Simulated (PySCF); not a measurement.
1-methoxypropane: calculation against experiment

**The experiment to reproduce.**

NIST CCCBDB Release 22 (SRD 101), experimental polarizabilities lists, for the gas: mean polarisability 8.86 Å³.

How close the calculation comes is told at the end.

Species: 1-methoxypropane, C4H10O.
Numbering: `[CH3:1][CH2:2][CH2:3][O:4][CH3:5]` (hydrogens: H6, H7, H8 on C1; H9, H10 on C2; H11, H12 on C3; H13, H14, H15 on C5)

Cartesian coordinates in Å at the GFN2-xTB level; atoms count from 1:
```xyz
15
C4H10O angstrom
C     -2.271    0.012    0.411
C     -1.075   -0.482   -0.392
C      0.226    0.129    0.114
O      1.296   -0.359   -0.665
C      2.538    0.153   -0.267
H     -3.189   -0.435    0.038
H     -2.359    1.094    0.337
H     -2.161   -0.251    1.461
H     -1.194   -0.223   -1.444
H     -0.997   -1.569   -0.325
H      0.383   -0.135    1.173
H      0.182    1.228    0.045
H      3.284   -0.285   -0.926
H      2.766   -0.117    0.773
H      2.567    1.247   -0.356
```

The PySCF runs (gas phase, on this GFN2-xTB geometry; no spin–orbit coupling):

```json
{"level": "CAM-B3LYP/def2-SVPD", "job": "8 singlets by full TDDFT, 3 Tamm–Dancoff triplets, polarisability", "basis functions": "183", "wall time": "23 s"}
{"level": "PBE0/def2-SVPD", "job": "6 singlets by full TDDFT, 2 Tamm–Dancoff triplets, polarisability, density and orbital grids written", "basis functions": "183", "wall time": "23 s"}
{"level": "KT2/6-31G", "job": "12 singlets by full TDDFT, 2 Tamm–Dancoff triplets, polarisability", "basis functions": "65", "wall time": "8.4 s"}
{"level": "wB97X/def2-SVPD, start guess huckel, level shift 0.2 Eh", "job": "1 singlet by full TDDFT, 5 Tamm–Dancoff triplets, polarisability", "basis functions": "183", "wall time": "22 s"}
```

Hardware: one thread, Arm Neoverse V1, no GPU, on a shared host.

All basis functions are spherical.

**Comparison with experiment**

**Mean polarisability.** Measured: 8.86 Å³ (NIST CCCBDB Release 22 (SRD 101), experimental polarizabilities).

```csv
level,computed (Å³),computed − measured (Å³),% (from the printed values)
CAM-B3LYP/def2-SVPD,8.39,-0.47,-5
PBE0/def2-SVPD,8.43,-0.43,-5
KT2/6-31G,7.20,-1.66,-19
wB97X/def2-SVPD,8.35,-0.51,-6
```

Closest is PBE0/def2-SVPD (-0.43 Å³), furthest KT2/6-31G (-1.66 Å³); one molecule doesn't rank methods. All 4 levels lie below the measurement. The computed values are static and purely electronic, with core orbitals frozen in the response (1 au = 0.148185 Å³). The table of measured values doesn't say here whether a value is static or optical, or holds a vibrational part. The measurement averages over conformers, the calculation has one.

The geometry is computed, not the measured one. Where a level misses, the cause wasn't examined.
